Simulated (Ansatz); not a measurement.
```json
{"atom": "F", "x (Å)": "0.7100", "y (Å)": "0.0000", "z (Å)": "4.3000"}
{"atom": "F", "x (Å)": "-0.7100", "y (Å)": "0.0000", "z (Å)": "4.3000"}
{"atom": "F", "x (Å)": "0.7100", "y (Å)": "0.0000", "z (Å)": "0.0000"}
{"atom": "F", "x (Å)": "-0.7100", "y (Å)": "0.0000", "z (Å)": "0.0000"}
```

RHF on singlet F4 in separate pieces was run in several spherical basis sets with Ansatz (development build ahead of 0.2.0).

Rank the basis sets by the total energy that they give, lowest first, with the distance from the lowest.
A. cc-pVDZ
B. def2-SVP
C. 6-31G

A (0.00 eV), C (2.11 eV), B (9.75 eV).

Totals follow the description of the cores as much as that of the bonds, so this order isn't one of quality for chemistry.
